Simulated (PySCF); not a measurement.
## Stretching CO

Set-up: C def2-TZVP, O def2-TZVP; no relativity (PySCF 2.14). Energies in eV from C + O in their ground configurations at the same level. State: ¹Σ⁺ (singlet), closed shell.

All columns are PBE0. A positive dipole means C(−)O(+).

```csv
R (Å),E (eV),μ (D),Mulliken charge on C (basis-dependent),HOMO (eV),LUMO (eV),Mayer bond order,⟨S²⟩
0.968,-8.823,0.66,-0.27,-10.24,1.10,2.60,0.00
1.012,-10.059,0.51,-0.18,-10.39,0.58,2.55,0.00
1.058,-10.754,0.36,-0.10,-10.53,0.08,2.50,0.00
1.091,-11.005,0.24,-0.05,-10.63,-0.29,2.47,0.00
1.125,-11.075,0.12,0.00,-10.72,-0.64,2.44,0.00
1.159,-11.002,0.00,0.04,-10.80,-0.98,2.41,0.00
1.204,-10.734,-0.17,0.09,-10.89,-1.40,2.38,0.00
1.260,-10.204,-0.37,0.14,-10.98,-1.90,2.36,0.00
1.327,-9.387,-0.63,0.18,-11.05,-2.43,2.35,0.00
1.417,-8.142,-0.96,0.21,-11.07,-3.05,2.34,0.00
```

A fit through these points gives, at Re = 1.123 Å, μ = 0.13 D and dμ/dR = -3.59 D/Å; the reduced mass is 6.856 u.

Q: How strong is the fundamental in the double-harmonic approximation, I = 42.26·(dμ/dR)²/μred km/mol?

A: I = 42.26·(-3.59)²/6.856 = 79.4 km/mol at PBE0.
